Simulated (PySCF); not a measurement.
O₂, SMILES O=O (connectivity only; charge and spin as stated), charge -1, multiplicity 2. Atoms are numbered in the order given.

```xyz
2

O      0.0000     0.0000    -0.6761
O      0.0000     0.0000     0.6761
```
Charge -1, spin multiplicity 2.

Geometry: PBE-D3(BJ)/def2-TZVPD.

These are CAM-B3LYP/def2-TZVPD run with PySCF values and carry that method's errors.

 A positive occupied level means that this level leaves the electron formally unbound; only the finite basis holds it.

```
Item                                                                Value
------------------------------------------------  -----------------------
total energy                                           -150.36340 hartree
point group                                                           D∞h
α spin, highest occupied and lowest empty level         -0.20 and 5.74 eV
β spin, highest occupied and lowest empty level          0.26 and 5.76 eV
dipole moment about the centre of nuclear charge                   0.00 D
⟨S²⟩                                              0.758 (pure state 0.75)
```
